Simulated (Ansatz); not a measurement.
Input file:

```yaml
crystal:
  periodic: [false, false, false]
  atoms:
    - {symbol: P, position_ang: [0.000000, 0.000000, 0.000000]}
    - {symbol: P, position_ang: [0.000000, 0.000000, 2.055800]}
basis:
  gaussian: {orbitals: def2-mTZVP}
magnetization: {spin_polarized: true, initial_magnetization: 2}
hamiltonian: {xc: {name: r2SCAN}}
correlation: {method: ccsd, electrons: all, diis_vectors: 1}
accuracy: high
output: {forces: true}
```

```sh
$ ansatz run in.yaml --threads 1 --pin off --events-out ev --progress --plain --max-ram 2393MiB
```

Output:

```
692 factors; integrals over basis functions are off by at most 3.2e-9 eV
mean field evaluation 1: about -18572.2727 eV, gradient 6.0e0 eV
mean field evaluation 2: about -18572.2702 eV, gradient 6.0e0 eV
mean field evaluation 4: about -18572.5180 eV, gradient 1.8e0 eV
mean field evaluation 8: about -18573.2557 eV, gradient 1.5e0 eV
mean field evaluation 16: about -18573.2706 eV, gradient 6.7e-3 eV
mean field evaluation 32: about -18573.2706 eV, gradient 3.5e-6 eV
mean field evaluation 64: about -18573.2706 eV, gradient 6.8e-2 eV
mean field evaluation 96: about -18572.9908 eV, gradient 5.5e0 eV
mean field evaluation 128: about -18572.2473 eV, gradient 7.3e-4 eV
mean field evaluation 160: about -18572.3553 eV, gradient 3.8e0 eV
...
cycle  30  -7.55393256 eV  change    9.2e-8 eV  update   5.8e-8
cycle  31  -7.55393251 eV  change    4.8e-8 eV  update   3.9e-8
cycle  32  -7.55393245 eV  change    5.8e-8 eV  update   2.3e-8
cycle  33  -7.55393245 eV  change    8.2e-9 eV  update   9.8e-9
cycle  34  -7.55393244 eV  change    5.4e-9 eV  update   4.4e-9
cycle  35  -7.55393244 eV  change   -1.8e-9 eV  update   2.6e-9
cycle  36  -7.55393244 eV  change  -6.7e-10 eV  update   2.0e-9
cycle  37  -7.55393244 eV  change   -1.6e-9 eV  update   1.6e-9
cycle  38  -7.55393245 eV  change   -1.5e-9 eV  update   1.3e-9
cycle  39  -7.55393245 eV  change   -1.7e-9 eV  update  8.7e-10
WARN: the results are in doubt because among natural orbitals full CI differs from the method by -0.151 eV
the calculation of the forces begins
Total energy: -18549.25580303 eV, -681.6725776243 hartree
Atom 0 at     0.000000     0.000000     0.000000 Å, force    -0.000000    -0.000000    -0.683736 eV/Å
Atom 1 at     0.000000     0.000000     2.055800 Å, force    -0.000000     0.000000     0.683736 eV/Å
Dipole moment:    -0.000000    -0.000000    -0.000000 e Å
In doubt: among natural orbitals full CI differs from the method by -0.151 eV
```

Forces (eV/Å):
```
P    0.000  0.000 -0.684
P    0.000  0.000  0.684
```

Ran on 1 thread of Intel Xeon, shared host: 2 min wall, 0.31 GiB peak host memory.
